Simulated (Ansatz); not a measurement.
# CH₂Al+ (singlet): wave-function methods side by side, cc-pVDZ

The task here is to estimate one member of a computed series from the others.

Computed with Ansatz 0.2.0, Gaussian basis. Level: cc-pVDZ, core rule «outside noble gas», up to 6 orbitals frozen.

Plan: UHF; CCSD(T) on RHF; CCSD(T) on UHF; BCCD(T) on RHF; CISD; CCSDT(Q) on RHF; CCSDT(Q) on UHF; CCSDTQ on RHF; CCSDTQ on UHF.

10 further runs of the same task are left out: 5 for a known fault of the program, 5 set aside as unsound or not needed.

### The geometry

The geometry is a PBE0/def2-TZVP stationary point (not a proven minimum) of the parent state, kept for this charge and spin.

4 atoms, charge 1, spin multiplicity 1.

Atoms are counted from 1 here; the program's logs count them from 0.

Bond lengths: Al1–C2 1.971 Å, C2–H3 1.094 Å, C2–H4 1.094 Å. Angles: Al1–C2–H3 125.0°, Al1–C2–H4 125.0°, H3–C2–H4 109.9°.

Set-up of the first run:

Contents of in.yaml:

```yaml
crystal:
  periodic: [false, false, false]
  atoms:
    - {symbol: Al, position_ang: [0.000000, 0.000000, 0.704959]}
    - {symbol: C, position_ang: [0.000000, 0.000000, -1.265754]}
    - {symbol: H, position_ang: [0.000000, -0.896128, -1.894102]}
    - {symbol: H, position_ang: [0.000000, 0.896128, -1.894102]}
basis:
  gaussian: {orbitals: cc-pVDZ}
total_charge: 1
magnetization: {spin_polarized: true, initial_magnetization: 0}
hamiltonian: {xc: hf}
output: {orbitals: {seedname: orbitals}}
```

Launch:

```console
$ ansatz run in.yaml --threads 1 --pin off --events-out ev --progress --plain --max-ram 4096MiB --backend cpu
```

Steps of the session up to this table: UHF; CCSD(T) on RHF; CCSD(T) on UHF; BCCD(T) on RHF; CISD; CCSDT(Q) on RHF; CCSDT(Q) on UHF; CCSDTQ on RHF; CCSDTQ on UHF.

One table of the session follows, with a row left open; its other results are not shown here.

It belongs to the step «Misses and costs». 

| method | from RCCSDTQ (meV) |
| --- | --- |
| RHF | +5000.3 |
| RMP2 | +1209.5 |
| CISD | +514.4 |
| RCCSD | ? |
| RCCSD(T) | +47.1 |
| BCCD(T) | +46.6 |
| RCCSDT | +8.9 |
| RCCSDT(Q) | +1.8 |
| RCCSDTQ | 0 |

Estimate the missing values for RCCSD.

As computed: from RCCSDTQ (meV): +153.2. In the column «from RCCSDTQ (meV)» it lies between RCCSD(T) (+47.1) and CISD (+514.4).

Caveats from the session: Left out of the table: UHF, UMP2, UCCSD, UCCSD(T), UCCSDT, UCCSDT(Q), UCCSDTQ (another determinant or state than the rows shown).
